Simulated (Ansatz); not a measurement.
Coupled-cluster run, C3H4O2S (`O=S1(=O)C=CC1`).

```yaml
crystal:
  periodic: [false, false, false]
  atoms:
    - {symbol: O, position_ang: [-0.893327, -1.414923, 1.482313]}
    - {symbol: S, position_ang: [0.137242, -0.967698, 0.592816]}
    - {symbol: O, position_ang: [1.397226, -1.649722, 0.568668]}
    - {symbol: C, position_ang: [-0.460537, -0.539454, -1.015952]}
    - {symbol: C, position_ang: [-0.251117, 0.761391, -0.825330]}
    - {symbol: C, position_ang: [0.313874, 0.844722, 0.569841]}
    - {symbol: H, position_ang: [-0.845972, -1.137932, -1.828435]}
    - {symbol: H, position_ang: [-0.434913, 1.588943, -1.498970]}
    - {symbol: H, position_ang: [-0.314082, 1.342706, 1.309697]}
    - {symbol: H, position_ang: [1.351616, 1.171967, 0.645350]}
basis:
  gaussian: {orbitals: def2-SVP}
correlation: {method: ccsd_t}
```

```sh
$ ansatz run in.yaml --threads 4 --pin off --events-out ev --progress --plain --max-ram 10444MiB
```

Output of Ansatz, abridged:

```
Functional definition: HF
1057 factors; integrals over basis functions are off by at most 1.4e-3 eV
mean field evaluation 1: about -18027.0834 eV, gradient 5.4e1 eV
mean field evaluation 2: about -18027.2237 eV, gradient 5.4e1 eV
mean field evaluation 4: about -18032.8927 eV, gradient 4.8e0 eV
mean field evaluation 8: about -18032.9638 eV, gradient 1.6e-4 eV
mean field -18032.96375363 eV, -662.6991947640 hartree, gradient 2.6e-6 eV, S^2 0.000000; 0 other end points of the search recorded, 0 dependent functions left out
10 core orbitals not correlated: weight in the atoms' cores, before any rotation towards them, 1.000 or more for the frozen orbitals, at most 0.000 for the correlated occupied ones
reference -18032.96375363 eV, -662.6991947640 hartree; 17, 17 occupied and 81, 81 virtual orbitals, 1057 factors
second order -24.58569755 eV of doubles, -0.00000000 eV of singles
cycle   1  -24.47559542 eV  change    1.1e-1 eV  update   1.4e-1
cycle   2  -25.17618721 eV  change   -7.0e-1 eV  update   4.6e-2
cycle   3  -25.38785851 eV  change   -2.1e-1 eV  update   2.6e-2
cycle   4  -25.38101323 eV  change    6.8e-3 eV  update   7.0e-3
cycle   5  -25.37755128 eV  change    3.5e-3 eV  update   3.5e-3
cycle   6  -25.37881951 eV  change   -1.3e-3 eV  update   1.1e-3
cycle   7  -25.37846063 eV  change    3.6e-4 eV  update   5.0e-4
cycle   8  -25.37824896 eV  change    2.1e-4 eV  update   1.9e-4
cycle   9  -25.37828028 eV  change   -3.1e-5 eV  update   8.1e-5
cycle  10  -25.37830693 eV  change   -2.7e-5 eV  update   2.7e-5
perturbative correction -0.93914553 eV, -0.0345129616 hartree
Total energy: -18059.28120609 eV, -663.6663433035 hartree
```

Run time 5.5 s (4 threads of an Arm Neoverse V2 on a shared host); peak host memory 0.54 GiB.

MP2 recovers 93.4 % of the CCSD(T) correlation energy and the triples give 3.6 %; T1 = 0.0167.
